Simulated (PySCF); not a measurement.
Simulated outer-valence photoelectron spectrum of `FO` (FHO). Method used: EOM-IP-CCSD/aug-cc-pVTZ in PySCF, restricted Hartree–Fock reference, frozen core, non-relativistic, gas phase, PBE0-D3(BJ)/def2-SVP geometry.

Each root has a Gaussian of 0.6 eV full width with its one-hole share as area; cross sections and vibrations are left out, and the highest printed point is 100.

ionisation energy (eV), intensity and a bar:
```
     11.8          0 
     12.0          3 #
     12.2         17 #####
     12.4         55 ################
     12.6         96 #############################
     12.8         91 ###########################
     13.0         46 ##############
     13.2         13 ####
     13.4          2 #
     13.6          0 
     13.8          0 
     14.0          4 #
     14.2         23 #######
     14.4         65 ####################
     14.6        100 ##############################
     14.8         82 #########################
     15.0         37 ###########
     15.2          9 ###
     15.4          1 
     15.6          0 
     15.8          0 
     16.0          0 
     16.2          0 
     16.4          2 #
     16.6         12 ####
     16.8         45 ##############
     17.0         89 ###########################
     17.2         96 #############################
     17.4         65 ###################
     17.6         58 #################
     17.8         89 ###########################
     18.0         98 #############################
     18.2         60 ##################
     18.4         20 ######
     18.6          4 #
     18.8          0
```

Problem. Where are the maxima, and how many lines lie under the curve?

Solution. 4 maxima, at 12.7, 14.6, 17.1 and 17.9 eV, from 4 lines.

Problem. List the lines with their holes.

Solution. 
```csv
E (eV),leading hole (HF orbital),area,Koopmans (eV)
12.68,HOMO,0.95,14.71
14.64,HOMO-1,0.95,16.45
17.12,HOMO-3,0.93,19.89
17.94,HOMO-2,0.95,18.94
```

The widest gap, 2.48 eV, lies between 14.64 and 17.12 eV. Only orbitals with −ε under 21 eV, eight at most, were ionised, so the high end of the curve may lack lines.

The run took 4.8 min of wall time on one thread of an Intel Xeon Platinum 8375C at 2.90 GHz, no GPU, on a shared host, and the process peaked at 1.5 GiB of memory.
